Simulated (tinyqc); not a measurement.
Worked calculation: Born-Oppenheimer dynamics on the RHF/sto-6g surface (energies and gradients from PySCF), for LiH, spin multiplicity 1. Computed by tinyqc, a small Python program that keeps every step (integrals from PySCF). Settings: charge = 0, multiplicity = 1, basis = sto-6g, time step (fs) = 2.0, steps = 16. Command: `OMP_NUM_THREADS=1 python tinyqc.py 30124 30125 out.jsonl` (the two numbers bound the seeds that draw the settings). One thread of a shared host (Intel(R) Xeon(R) Processor @ 2.60GHz), about 2 s of CPU time with the checks.

positions (bohr):
```
,x,y,z
1Li,0.000000,0.000000,0.000000
2H,0.000000,0.000000,3.314580
```

The total energy should stay constant up to terms of order dt^2; the step counts as short enough if it moves by less than 2 % of the largest kinetic energy.

Trajectory:
```
time (fs),1Li-2H (angstrom),potential (hartree),kinetic (hartree),total (hartree)
0.000000,1.754000,-7.94329173,0.00018713,-7.94310460
2.000000,1.708724,-7.94640233,0.00309333,-7.94330900
4.000000,1.587814,-7.95219681,0.00830184,-7.94389496
6.000000,1.431294,-7.95219724,0.00796919,-7.94422806
8.000000,1.317092,-7.94437975,0.00141684,-7.94296291
10.000000,1.329519,-7.94563855,0.00240566,-7.94323288
12.000000,1.457948,-7.95295340,0.00868819,-7.94426521
14.000000,1.612787,-7.95134310,0.00756549,-7.94377761
16.000000,1.722553,-7.94549963,0.00225380,-7.94324583
18.000000,1.752949,-7.94336888,0.00025865,-7.94311023
20.000000,1.696283,-7.94717671,0.00380765,-7.94336905
22.000000,1.567478,-7.95274095,0.00875385,-7.94398710
24.000000,1.411295,-7.95138881,0.00723193,-7.94415688
26.000000,1.310211,-7.94363444,0.00083999,-7.94279445
28.000000,1.341813,-7.94677699,0.00331751,-7.94345947
30.000000,1.479287,-7.95331121,0.00905418,-7.94425703
32.000000,1.631302,-7.95058614,0.00689694,-7.94368920
```

Is the time step short enough?

No. The total energy moves within 1.5e-03 hartree; that is over 2 % of the largest kinetic energy, so the time step is too long.
